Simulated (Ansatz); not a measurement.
Z-matrix (Å, degrees):
```
C
C 1 1.499
H 1 1.093 2 110.0
H 1 1.093 2 110.1 3 117.8
H 1 1.088 2 110.0 3 -121.0
O 2 1.240 1 120.0 3 120.7
C 2 1.438 1 118.8 3 -59.3
C 7 1.359 2 119.1 1 180.0
H 7 1.081 2 120.9 1 -0.0
O 8 1.307 7 123.8 2 0.0
H 8 1.088 7 122.1 2 -180.0
H 10 1.012 8 104.5 7 -0.0
```

The species carries charge 0 and has multiplicity 1.

(1) List the PBE0/def2-TZVPP orbital energies in eV (Ansatz). (An estimate is asked.)

Results:

(1) Ansatz gave: Occupied: -523.63, -522.53, -280.79, -280.58, -278.35, -278.16, -30.43, -29.14, -22.22, -20.82, -18.17, -16.14, -14.49, -13.61, -12.80, -12.64, -12.17, -11.73, -11.18, -10.66, -10.34, -7.63, -7.23. Lowest empty: -1.40, 1.32, 1.58, 2.03, 2.80, 3.14, 3.34, 3.83.
